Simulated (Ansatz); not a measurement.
This geometry of CH5AlO + H (9 atoms, charge 0, multiplicity 2) is a first-order saddle point.

These are results of Ansatz, UKS PBE0/def2-SVP, not measurements.

```xyz
9
Properties=species:S:1:pos:R:3
Al -0.081 -0.153 -0.092
H 0.066 -0.081 1.523
O 1.327 -0.405 -1.024
H 2.217 -0.510 -0.686
C -1.772 0.029 -1.036
H -2.455 -0.801 -0.789
H -2.292 0.959 -0.753
H -1.626 0.035 -2.127
H 0.210 -0.026 3.132
```

Question: Which two structures does it join? (They come from a converged band through this point; their orientation in space is the band's.)

Answer: Bonds broken: Al1–H2. Bonds formed: H2–H9. CH5AlO + H becomes CH4AlO + H2.

Initial state:

```xyz
9
Properties=species:S:1:pos:R:3
Al -0.076 -0.168 -0.269
H 0.102 -0.120 1.313
O 1.312 -0.394 -1.239
H 2.206 -0.499 -0.910
C -1.785 0.016 -1.177
H -2.486 -0.779 -0.872
H -2.271 0.974 -0.924
H -1.674 -0.031 -2.272
H 0.268 0.049 4.499
```

Final state:

```xyz
9
Properties=species:S:1:pos:R:3
Al 0.039 -0.919 -0.614
H -0.233 -0.181 2.496
O 1.420 -0.187 -1.322
H 2.317 -0.508 -1.206
C -1.688 -0.046 -0.975
H -2.518 -0.765 -1.034
H -1.915 0.665 -0.163
H -1.629 0.518 -1.921
H -0.197 0.472 2.889
```

Question: How far does it lie above each of them?

Answer: 0.040 eV above the first and 0.852 eV above the second. This is the barrier of this one path; another mechanism may lie lower.

Time of the run: 100 s on 2 threads of Arm Neoverse V2 (shared host), peak memory 0.2 GiB.
